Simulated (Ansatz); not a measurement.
Basis-set extrapolation for C$_{4}$H$_{5}$NO, SMILES `C#CNC(C)=O` (PBE0-D4/def2-TZVP geometry, frozen core, Ansatz 0.2.0). Multiplicity 1, RHF reference.

```json
{"": "HF", "def2-TZVPP": "-283.748664", "def2-QZVPP": "-283.761208"}
{"": "MP2 correlation", "def2-TZVPP": "-1.058193", "def2-QZVPP": "-1.131866"}
{"": "CCSD(T) correlation", "def2-TZVPP": "-1.131316", "def2-QZVPP": "not run"}
```

Energies in hartree. Use E(X) = E(∞) + A·exp(−7.88·√X) for Hartree–Fock and E(X) = E(∞) + B·X^(−2.97) for correlation, with X = 3 and 4, and add CCSD(T) minus MP2 of the smaller set to the MP2 limit.

Problem. What is the CCSD(T) energy at the basis-set limit?

Solution. HF limit: -283.761208 + (-0.012544) × 0.13774 = -283.76294. MP2 limit: -1.131866 + (-0.073673) × 0.74074 = -1.18644. Higher-order term: -1.131316 − (-1.058193) = -0.07312. Total: -285.02250 hartree, 374.2 kJ/mol below CCSD(T)/def2-TZVPP.
